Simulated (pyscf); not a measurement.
Optimised with ωB97X-D3(BJ)/def2-SVP in PySCF. MP2 and CC: frozen core, UHF for open shells. ΔMP2 is the change of the MP2 total energy from the triple- to the quadruple-zeta basis.

### Question
Estimate the classical barrier height and the reaction energy of `[OH][SiH]([F])[F]` → `[F][Si][F]` [singlet] + `[OH2]` at CCSD(T)/def2-TZVPP + ΔMP2(QZVPP). The step runs on the singlet surface, breaks O–Si, H–Si and forms H–O; take the reactant's lowest minimum found as zero.

### Answer
ΔE‡ = 3.68 eV, ΔE = +2.72 eV. Zero-point energy shifts the barrier by -0.11 eV. It is a 1,1-elimination, with an imaginary mode of 1576i cm⁻¹. On the product side the descent ends in an adduct with a O–Si contact (not fully relaxed), 0.53 eV under the separated species and 1.38 eV under the saddle at ωB97X-D3(BJ)/def2-TZVP. What is counted as broken (O–Si) persists as a longer contact in the product adduct; parting that adduct is a step of its own. One saddle was located; it need not be the lowest between these sides. The CCSD(T) − MP2 part came from Ansatz, without density fitting, on the same reference.
